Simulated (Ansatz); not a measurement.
A made-up structure of CH4ClSi (charge -1), closed shell:

```
7
angstrom
Si 0.4967 -0.1205 0.4488
C -0.4492 -0.0003 -1.2671
Cl 1.0986 -2.0948 0.9750
H -1.4161 -0.1802 -0.8717
H -0.5255 1.0519 -1.1635
H 1.7101 0.6153 0.3985
H -0.2462 0.3183 1.5766
```

It is relaxed with PBE-D4/def2-SVPD and then PBE0-D4/def2-TZVPD (Ansatz 0.2.0). Atoms count as bonded within 1.22 times the sum of their covalent radii (H–H: 0.88 Å). The end point is not checked to be a true minimum.

Question: Does its bonding change? (Judge from chemistry; the calculation decides.)

Answer: Computed: No: no bond forms or breaks.

Where it ends: The first stage lowers the energy by 1.30 eV in 11 steps. It ends as CH₄ClSi ([CH2][SiH2][Cl]), total charge -1:
Si1  (0.402, -0.035, 0.491)
C2  (-0.628, 0.369, -0.852)
Cl3  (1.322, -2.069, 0.796)
H4  (-1.661, 0.025, -0.874)
H5  (-0.200, 0.541, -1.839)
H6  (1.692, 0.724, 0.543)
H7  (-0.260, 0.034, 1.832)
(Å)

Labels in which every atom is bracketed show which atoms are joined, not bond orders.

For scale, one of the runs: PBE0-D4/def2-TZVPD relaxation, 162 basis functions, launched by `ansatz run in.yaml --threads 2 --pin off --events-out ev --progress --plain --max-ram 4352MiB`. The run took about 20 s on 2 CPU threads of an Arm Neoverse V1 (shared host).
